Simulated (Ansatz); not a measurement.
Band gap (eV) of solids drawn from the class of halides, at two levels: PBE (plane waves, PAW; Ansatz, a program for electronic structure), and PBE+SOC (Ansatz, plane waves, PAW).

PBE values are at the measured cell, PBE+SOC values at the measured cell.

| solid | PBE | PBE+SOC | shift (eV) |
|---|---|---|---|
| CsCl-type TlCl | 2.09 | 1.63 | -0.46 |
| rock-salt AgCl | 0.91 | 0.87 | -0.04 |
| fluorite SrCl₂ | 5.35 | 5.35 | 0.00 |
| Cs₂AgBiBr₆ (Fm-3m, No. 225) | 1.26 | 1.05 | -0.21 |
| rock-salt AgBr | 0.68 | 0.59 | -0.09 |
| fluorite CdF₂ | 3.10 | 3.10 | 0.00 |
| CsCl-type TlBr | 1.86 | 1.24 | -0.62 |

The shifts run from -0.62 eV to 0.00 eV, with a median of -0.09 eV.

Over all 7 rows PBE+SOC is the larger in 0.

Database compounds that came out metallic weren't drawn.

Run without spin polarisation: CsCl-type TlCl, rock-salt AgCl, fluorite SrCl2, Cs2AgBiBr6, rock-salt AgBr, fluorite CdF2, CsCl-type TlBr.

Levels without +SOC have no spin–orbit coupling; where heavier elements are present it shifts gaps, mostly down, and can invert bands. Density-functional gaps are differences of (generalised) Kohn–Sham levels. Ansatz's density-functional and Hartree–Fock values are scalar-relativistic unless marked +SOC, with PAW data made under PBE.
